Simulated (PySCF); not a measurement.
C₅H₉F.
Numbering: `[CH3:1]/[CH:2]=[CH:3]/[C@@H:4]([CH3:5])[F:6]` (hydrogens: H7, H8, H9 on C1; H10 on C2; H11 on C3; H12 on C4; H13, H14, H15 on C5)

The same species was optimised twice, with GFN2-xTB and with PBE0-D3(BJ)/def2-SVP (PySCF), and the same property calculations (PySCF, gas phase) were run on both structures.

```tsv
coordinate	GFN2-xTB	PBE0-D3(BJ)/def2-SVP	change
C2=C3 (Å)	1.322	1.334	+0.012
C4–C5 (Å)	1.526	1.516	-0.010
C4–F6 (Å)	1.384	1.380	-0.004
C3–C4 (Å)	1.500	1.497	-0.003
C1–C2 (Å)	1.490	1.491	+0.001
C3–C4–C5 (°)	111.8	112.8	+1.0
C1–C2–C3 (°)	124.6	125.2	+0.6
C2–C3–C4 (°)	124.9	124.4	-0.5
C3–C4–F6 (°)	110.6	110.2	-0.4
C5–C4–F6 (°)	108.5	108.6	+0.1
C2–C3–C4–C5 (°)	-112	-119	-7
```

Rotational constants: A = 7316, B = 1901, C = 1650 MHz (GFN2-xTB) against A = 7462, B = 1884, C = 1631 MHz (PBE0-D3(BJ)/def2-SVP). Point groups within 0.08 Å: C1 and C1.

On the GFN2-xTB structure: isotropic polarisability (au) 63.7 [CAM-B3LYP/def2-SVPD]; HOMO (eV) -8.58 [CAM-B3LYP/def2-SVPD]; LUMO (eV) 1.33 [CAM-B3LYP/def2-SVPD]; dipole (D) 1.80 [CAM-B3LYP/def2-SVPD]; HOMO (eV) -7.21 [PBE0/pcSseg-1]; LUMO (eV) 0.52 [PBE0/pcSseg-1]; dipole (D) 1.69 [PBE0/pcSseg-1]; GIAO shielding of C1 (ppm) 165.0 [PBE0/pcSseg-1]; GIAO shielding of C2 (ppm) 55.3 [PBE0/pcSseg-1]; GIAO shielding of C3 (ppm) 48.2 [PBE0/pcSseg-1]; GIAO shielding of C4 (ppm) 94.4 [PBE0/pcSseg-1]; GIAO shielding of C5 (ppm) 161.7 [PBE0/pcSseg-1]; GIAO shielding of F6 (ppm) 386.5 [PBE0/pcSseg-1].

Question: What do these properties become on the PBE0-D3(BJ)/def2-SVP structure?

Answer: 
```csv
property,level,on GFN2-xTB,on PBE0-D3(BJ)/def2-SVP,change
isotropic polarisability (au),CAM-B3LYP/def2-SVPD,63.7,64.9,+1.2
HOMO (eV),CAM-B3LYP/def2-SVPD,-8.58,-8.53,+0.05
LUMO (eV),CAM-B3LYP/def2-SVPD,1.33,1.28,-0.05
dipole (D),CAM-B3LYP/def2-SVPD,1.80,1.76,-0.04
"energy, GFN2-xTB geometry as zero (kcal/mol)",CAM-B3LYP/def2-SVPD,0.0,-0.6,-0.6
HOMO (eV),PBE0/pcSseg-1,-7.21,-7.16,+0.05
LUMO (eV),PBE0/pcSseg-1,0.52,0.45,-0.07
dipole (D),PBE0/pcSseg-1,1.69,1.65,-0.04
"energy, GFN2-xTB geometry as zero (kcal/mol)",PBE0/pcSseg-1,0.0,-0.5,-0.5
GIAO shielding of C1 (ppm),PBE0/pcSseg-1,165.0,163.6,-1.4
GIAO shielding of C2 (ppm),PBE0/pcSseg-1,55.3,52.6,-2.7
GIAO shielding of C3 (ppm),PBE0/pcSseg-1,48.2,45.6,-2.6
GIAO shielding of C4 (ppm),PBE0/pcSseg-1,94.4,95.4,+1.0
GIAO shielding of C5 (ppm),PBE0/pcSseg-1,161.7,160.6,-1.1
GIAO shielding of F6 (ppm),PBE0/pcSseg-1,386.5,386.6,+0.1
```

The heavy atoms differ by 0.041 Å rms after alignment. Among bonds between heavy atoms C2=C3 changes most (+0.012 Å). Changes are differences of the printed values. Neither structure is proved a minimum here.

Shape of the structure used: `[CH3:1]/[CH:2]=[CH:3]/[C@@H:4]([CH3:5])[F:6]`: C2–C3–C4–C5 -119°.
